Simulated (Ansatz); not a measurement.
# C₂H₄FNOS: up Jacob's ladder to CCSD(T)

One table from this session's results is given with a row withheld; the runs are named, their logs left out.

The runs use Ansatz 0.2.0, Gaussian basis; functionals in def2-TZVPP, the program's frozen cores in correlated methods.

Plan: PBE-D4, r2SCAN-D4, PBE0-D4, B3LYP-D4, ωB97X-V, ωB97M-V, B2PLYP; CCSD(T)/def2-TZVPP; MP2/def2-QZVPP; extrapolation to the limit.

## The geometry

The geometry comes from an earlier relaxation with PBE0-D4 in a triple-zeta def2 set; it is a stationary point, not always the lowest conformer.

SMILES `N/C(S)=C(\O)F`, 10 atoms, charge 0, spin multiplicity 1.

Atoms are counted from 1 here; the program's logs count them from 0.

Bond lengths: N1–C2 1.401 Å, N1–H7 1.011 Å, N1–H8 1.011 Å, C2–S3 1.751 Å, C2–C4 1.332 Å, S3–H9 1.347 Å, C4–O5 1.345 Å, C4–F6 1.334 Å, O5–H10 0.964 Å. Angles: C2–N1–H7 112.3°, C2–N1–H8 112.0°, H7–N1–H8 110.9°, N1–C2–S3 117.1°, N1–C2–C4 122.2°, S3–C2–C4 120.6°, C2–S3–H9 96.0°, C2–C4–O5 123.2°, C2–C4–F6 123.5°, O5–C4–F6 113.2°, C4–O5–H10 109.3°.

As a file:

```xyz
10
charge 0, multiplicity 1
N    -0.0799   -1.3136   -0.5579
C     0.1525   -0.2506    0.3246
S     0.7843   -0.6514    1.9079
C    -0.1197    1.0131    0.0024
O    -0.6007    1.3790   -1.1993
F    -0.0293    2.0278    0.8635
H    -0.3662   -0.9953   -1.4743
H     0.7172   -1.9328   -0.6233
H    -0.1751   -1.5432    2.2217
H    -0.2001    2.2160   -1.4622
```

The first run:

in.yaml reads:

```yaml
crystal:
  periodic: [false, false, false]
  atoms:
    - {symbol: N, position_ang: [-0.079859, -1.313642, -0.557891]}
    - {symbol: C, position_ang: [0.152469, -0.250650, 0.324581]}
    - {symbol: S, position_ang: [0.784262, -0.651419, 1.907948]}
    - {symbol: C, position_ang: [-0.119729, 1.013101, 0.002381]}
    - {symbol: O, position_ang: [-0.600654, 1.378974, -1.199328]}
    - {symbol: F, position_ang: [-0.029306, 2.027846, 0.863460]}
    - {symbol: H, position_ang: [-0.366164, -0.995347, -1.474270]}
    - {symbol: H, position_ang: [0.717238, -1.932765, -0.623253]}
    - {symbol: H, position_ang: [-0.175094, -1.543219, 2.221676]}
    - {symbol: H, position_ang: [-0.200063, 2.216023, -1.462204]}
basis:
  gaussian: {orbitals: def2-TZVPP}
hamiltonian: {xc: pbe, dispersion: d4}
output: {forces: true, orbitals: {seedname: orbitals}}
```

Command:

```
$ ansatz run in.yaml --threads 4 --pin off --events-out ev --progress --plain --max-ram 10444MiB
```

Steps of the session up to this table: PBE-D4 (GGA); r2SCAN-D4 (meta-GGA); PBE0-D4 (hybrid); B3LYP-D4 (hybrid); ωB97X-V (range-separated); ωB97M-V (range-separated); B2PLYP (double hybrid); CCSD(T) in def2-TZVPP; MP2 in def2-QZVPP.

One table of the session follows, with a row left open; its other results are not shown here.

| method | atomisation energy (kcal/mol) |
| --- | --- |
| PBE-D4 | 950.3 |
| r2SCAN-D4 | 911.6 |
| PBE0-D4 | 915.9 |
| B3LYP-D4 | 907.2 |
| ωB97X-V | 911.2 |
| ωB97M-V | 913.4 |
| B2PLYP | 895.3 |
| HF/def2-TZVPP | 586.5 |
| MP2/def2-TZVPP | 903.3 |
| CCSD/def2-TZVPP | 853.2 |
| CCSD(T)/def2-TZVPP | 874.4 |
| MP2/CBS | 934.6 |
| CCSD(T)/CBS | ? |

Q: Estimate the row for CCSD(T)/CBS from the others.

The run gave: atomisation energy (kcal/mol): 905.6. In the column «atomisation energy (kcal/mol)» it lies between MP2/def2-TZVPP (903.3) and B3LYP-D4 (907.2).

Limits of these values: Free atoms (1 N, 2 C, 1 S, 1 O, 1 F, 4 H) were run apart at each level; the atomisation energy is their sum less the molecule, without zero-point or spin-orbit terms.
